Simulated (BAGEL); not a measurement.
# F2OS (thionyl fluoride), step by step

Wanted: a single-point energy (HF/cc-pVDZ), then a single-point energy (HF/cc-pVTZ), then the energy (HF/cc-pVQZ), then a single-point energy (HF/cc-pV5Z) of F2OS (thionyl fluoride). 

Program for the calculation: BAGEL 1.2.2.

### 1 The system as given

The species is F2OS (4 atoms), typed as a singlet with charge 0. SMILES: `O=S(F)F`. Geometry: relaxed at PBE0-D4/def2-TZVP.

Bond lengths: O1–S2 1.419 Å, S2–F3 1.588 Å, S2–F4 1.588 Å. Angles: O1–S2–F3 106.5°, O1–S2–F4 106.4°, F3–S2–F4 93.0°.

### 2 The energy at HF/cc-pVDZ (density fitting with tzvpp-jkfit, property dipole) (run 1)

hf.json reads:

```json
{ "bagel" : [

{
  "title" : "molecule",
  "basis" : "cc-pvdz.json",
  "df_basis" : "tzvpp-jkfit",
  "angstrom" : true,
  "geometry" : [
    { "atom" : "O", "xyz" : [    0.932400,    0.066600,   -1.017800 ] },
    { "atom" : "S", "xyz" : [   -0.151300,   -0.426200,   -0.245700 ] },
    { "atom" : "F", "xyz" : [   -1.124400,    0.804200,    0.000400 ] },
    { "atom" : "F", "xyz" : [    0.343300,   -0.444600,    1.263100 ] }
  ]
},
{ "title" : "hf", "multipole" : 2 },
{ "title" : "print", "file" : "orbitals.molden", "orbitals" : true }

]}
```

The basis set cc-pVDZ is read from a file made from the Basis Set Exchange's data (not shown).

The run is started by

```bash
BAGEL_NUM_THREADS=1 BAGEL hf.json > hf.out
```

The log of the run:

```text
* using 1 threads per process

  ===============================================================
  ===============================================================

  *** Geometry ***

  { "atom" : "O", "xyz" : [      1.761981,      0.125856,     -1.923363 ] },
  { "atom" : "S", "xyz" : [     -0.285916,     -0.805401,     -0.464306 ] },
  { "atom" : "F", "xyz" : [     -2.124808,      1.519718,      0.000756 ] },
  { "atom" : "F", "xyz" : [      0.648743,     -0.840172,      2.386913 ] },

  Number of auxiliary basis functions:      359

  Since a DF basis is specified, we compute 2- and 3-index integrals:
    o Being stored without compression. Storage requirement is 0.010 GB

  Number of basis functions:       60
  Number of electrons      :       42

    * METHOD: MOLECULE                             0.15

  *** RHF ***

  === Nuclear Repulsion ===
   193.9295171332

      * DIIS with orbital gradients will be used.

  === RHF iteration (cc-pvdz.json) ===
      0       -670.87635697          0.02801161           0.04
      1       -671.02934560          0.02135678           0.04
      2       -671.19362521          0.00152915           0.04
      3       -671.19493876          0.00091402           0.04
      4       -671.19549392          0.00021033           0.05
      5       -671.19554874          0.00006250           0.04
      6       -671.19555496          0.00001878           0.05
      7       -671.19555550          0.00000384           0.04
      8       -671.19555552          0.00000150           0.03
      9       -671.19555552          0.00000054           0.03
     10       -671.19555552          0.00000029           0.03
     11       -671.19555552          0.00000009           0.03
     12       -671.19555552          0.00000002           0.03
     13       -671.19555552          0.00000001           0.03
     14       -671.19555552          0.00000000           0.04
    * SCF iteration converged.

    * Permanent dipole moment:
           (    0.560248,     0.707408,     0.048655) a.u.

    * Permanent second moment (around the center of charge):
          Qxx   -21.676626
          Qxy     0.431777
          Qyy   -19.766397
          Qxz     1.283592
          Qyz     0.658293
          Qzz   -21.780343

    * METHOD: HF                                   0.68

    * METHOD: PRINT                                0.01

  ===============================================================
```

Wall time 1.1 s (1 thread of Intel Xeon Platinum 8259CL at 2.50GHz (Skylake/Cascade Lake), shared host); peak memory 0.083 GiB.

### 3 A single-point energy at HF/cc-pVTZ (density fitting with tzvpp-jkfit, property dipole) (run 2)

job.json reads:

```json
{ "bagel" : [

{
  "title" : "molecule",
  "basis" : "cc-pvtz.json",
  "df_basis" : "tzvpp-jkfit",
  "angstrom" : true,
  "geometry" : [
    { "atom" : "O", "xyz" : [       0.932400,       0.066600,      -1.017800 ] },
    { "atom" : "S", "xyz" : [      -0.151300,      -0.426200,      -0.245700 ] },
    { "atom" : "F", "xyz" : [      -1.124400,       0.804200,       0.000400 ] },
    { "atom" : "F", "xyz" : [       0.343300,      -0.444600,       1.263100 ] }
  ]
},

{
  "title" : "hf",
  "multipole" : 2
},

{
  "title" : "print",
  "file" : "orbitals.molden",
  "orbitals" : true
}

]}
```

The basis set cc-pVTZ is read from a file made from the Basis Set Exchange's data (not shown).

The run is started by

```bash
BAGEL_NUM_THREADS=1 BAGEL job.json > job.out
```

The log of the run:

```text
* using 1 threads per process

  ===============================================================
  ===============================================================

  *** Geometry ***

  { "atom" : "O", "xyz" : [      1.761981,      0.125856,     -1.923363 ] },
  { "atom" : "S", "xyz" : [     -0.285916,     -0.805401,     -0.464306 ] },
  { "atom" : "F", "xyz" : [     -2.124808,      1.519718,      0.000756 ] },
  { "atom" : "F", "xyz" : [      0.648743,     -0.840172,      2.386913 ] },

  Number of auxiliary basis functions:      359

  Since a DF basis is specified, we compute 2- and 3-index integrals:
    o Being stored without compression. Storage requirement is 0.044 GB

  Number of basis functions:      124
  Number of electrons      :       42

    * METHOD: MOLECULE                             0.38

  *** RHF ***

  === Nuclear Repulsion ===
   193.9295171332

      * DIIS with orbital gradients will be used.

  === RHF iteration (cc-pvtz.json) ===
      0       -671.02223095          0.02048453           0.09
      1       -671.18134868          0.01680528           0.09
      2       -671.35073032          0.00129082           0.09
      3       -671.35266353          0.00059552           0.09
      4       -671.35308378          0.00020769           0.10
      5       -671.35314423          0.00007507           0.09
      6       -671.35315613          0.00002859           0.09
      7       -671.35315757          0.00000454           0.09
      8       -671.35315761          0.00000188           0.08
      9       -671.35315762          0.00000098           0.08
     10       -671.35315762          0.00000033           0.09
     11       -671.35315762          0.00000017           0.09
     12       -671.35315762          0.00000006           0.08
     13       -671.35315762          0.00000001           0.08
     14       -671.35315762          0.00000001           0.08
    * SCF iteration converged.

    * Permanent dipole moment:
           (    0.551640,     0.620412,    -0.027387) a.u.

    * Permanent second moment (around the center of charge):
          Qxx   -21.529076
          Qxy     0.239340
          Qyy   -19.789619
          Qxz     1.265478
          Qyz     0.566583
          Qzz   -21.554342

    * METHOD: HF                                   1.53

    * METHOD: PRINT                                0.03

  ===============================================================
```

Wall time 2.3 s (1 thread of Intel Xeon Platinum 8259CL at 2.50GHz (Skylake/Cascade Lake), shared host); peak memory 0.12 GiB.

Run 3 isn't shown in full; the table further down has it.

### 4 The energy at HF/cc-pV5Z (density fitting with qzvpp-jkfit, property dipole) (run 4)

input.json reads:

```json
{ "bagel": [

{
  "title": "molecule",
  "basis": "cc-pv5z.json",
  "df_basis": "qzvpp-jkfit",
  "angstrom": "true",
  "geometry": [
    { "atom": "O", "xyz": [    0.932400,    0.066600,   -1.017800 ] },
    { "atom": "S", "xyz": [   -0.151300,   -0.426200,   -0.245700 ] },
    { "atom": "F", "xyz": [   -1.124400,    0.804200,    0.000400 ] },
    { "atom": "F", "xyz": [    0.343300,   -0.444600,    1.263100 ] }
  ]
},
{
  "title": "hf",
  "multipole": 2
},
{
  "title": "print",
  "file": "orbitals.molden",
  "orbitals": "true"
}

]}
```

The basis set cc-pV5Z is read from a file made from the Basis Set Exchange's data (not shown).

The run is started by

```bash
BAGEL_NUM_THREADS=1 BAGEL input.json > input.out
```

The log of the run:

```text
* using 1 threads per process

  ===============================================================
  ===============================================================

  *** Geometry ***

  { "atom" : "O", "xyz" : [      1.761981,      0.125856,     -1.923363 ] },
  { "atom" : "S", "xyz" : [     -0.285916,     -0.805401,     -0.464306 ] },
  { "atom" : "F", "xyz" : [     -2.124808,      1.519718,      0.000756 ] },
  { "atom" : "F", "xyz" : [      0.648743,     -0.840172,      2.386913 ] },

  Number of auxiliary basis functions:      359

  Since a DF basis is specified, we compute 2- and 3-index integrals:
    o Being stored without compression. Storage requirement is 0.389 GB

  Number of basis functions:      368
  Number of electrons      :       42

    * METHOD: MOLECULE                             1.53

  *** RHF ***

  === Nuclear Repulsion ===
   193.9295171332

      * DIIS with orbital gradients will be used.

  === RHF iteration (cc-pv5z.json) ===
      0       -671.06978269          0.01400362           0.42
      1       -671.22793051          0.01083401           0.45
      2       -671.40148054          0.00070766           0.47
      3       -671.40332280          0.00032914           0.45
      4       -671.40360743          0.00011753           0.45
      5       -671.40366052          0.00003563           0.52
      6       -671.40366802          0.00001287           0.46
      7       -671.40366896          0.00000262           0.46
      8       -671.40366899          0.00000102           0.48
      9       -671.40366900          0.00000043           0.46
     10       -671.40366900          0.00000020           0.46
     11       -671.40366900          0.00000007           0.46
     12       -671.40366900          0.00000002           0.46
     13       -671.40366900          0.00000001           0.46
     14       -671.40366900          0.00000000           0.45
    * SCF iteration converged.

    * Permanent dipole moment:
           (    0.544754,     0.595993,    -0.043535) a.u.

    * Permanent second moment (around the center of charge):
          Qxx   -21.585700
          Qxy     0.186102
          Qyy   -19.934216
          Qxz     1.235725
          Qyz     0.521985
          Qzz   -21.600819

    * METHOD: HF                                   7.93

    * METHOD: PRINT                                0.24

  ===============================================================
```

Run time: 10 s. Hardware: 1 thread of Intel Xeon Platinum 8259CL at 2.50GHz (Skylake/Cascade Lake), shared host; peak memory 0.54 GiB.

### 5 All runs side by side

| run | level | integral approximation | energy (Eh) | dipole moment (D) | HOMO energy (eV) | LUMO energy (eV) | wall time |
| --- | --- | --- | --- | --- | --- | --- | --- |
| 1 | HF/cc-pVDZ (density fitting with tzvpp-jkfit, property dipole) | tzvpp-jkfit | -671.195556 | 2.30 | -13.37 | 3.31 | 1.1 s |
| 2 | HF/cc-pVTZ (density fitting with tzvpp-jkfit, property dipole) | tzvpp-jkfit | -671.353158 | 2.11 | -13.49 | 3.06 | 2.3 s |
| 3 | HF/cc-pVQZ (density fitting with qzvpp-jkfit, property dipole) | qzvpp-jkfit | -671.389789 | 2.07 | -13.56 | 2.80 | 4.8 s |
| 4 | HF/cc-pV5Z (density fitting with qzvpp-jkfit, property dipole) | qzvpp-jkfit | -671.403669 | 2.06 | -13.59 | 2.62 | 10 s |

Convergence of the dipole moment with the basis set, against the last and best point:

| basis set | from the best (D) | wall time |
| --- | --- | --- |
| cc-pVDZ | +0.2417 | 1.1 s |
| cc-pVTZ | +0.0560 | 2.3 s |
| cc-pVQZ | +0.0164 | 4.8 s |
| cc-pV5Z | +0.0000 | 10 s |

Convergence of the HOMO energy with the basis set, against the last and best point:

| basis set | from the best (eV) | wall time |
| --- | --- | --- |
| cc-pVDZ | +0.2216 | 1.1 s |
| cc-pVTZ | +0.0938 | 2.3 s |
| cc-pVQZ | +0.0290 | 4.8 s |
| cc-pV5Z | +0.0000 | 10 s |

### 6 What came out

| quantity | value |
| --- | --- |
| run 4, HF/cc-pV5Z: total energy | -671.40367 Eh |
| run 4, HF/cc-pV5Z: dipole moment | 2.06 D |
| run 4, HF/cc-pV5Z: HOMO energy | -13.59 eV |
| run 4, HF/cc-pV5Z: LUMO energy | 2.62 eV |
| run 4, HF/cc-pV5Z: HOMO–LUMO gap | 16.21 eV |

For the dipole moment to stay within 0.1 D of the best point, cc-pVTZ is the least that serves (2.3 s against 10 s). For the dipole moment to stay within 0.02 D of the best point, cc-pVQZ is the least that serves (4.8 s against 10 s). For the HOMO energy to stay within 0.1 eV of the best point, cc-pVTZ is the least that serves (2.3 s against 10 s). The dipole moment runs from 2.06 D (HF/cc-pV5Z) to 2.30 D (HF/cc-pVDZ). Basis or surroundings differ between these two runs. The HOMO–LUMO gap runs from 16.21 eV (HF/cc-pV5Z) to 16.67 eV (HF/cc-pVDZ). All runs together took 18 s, the longest 10 s.
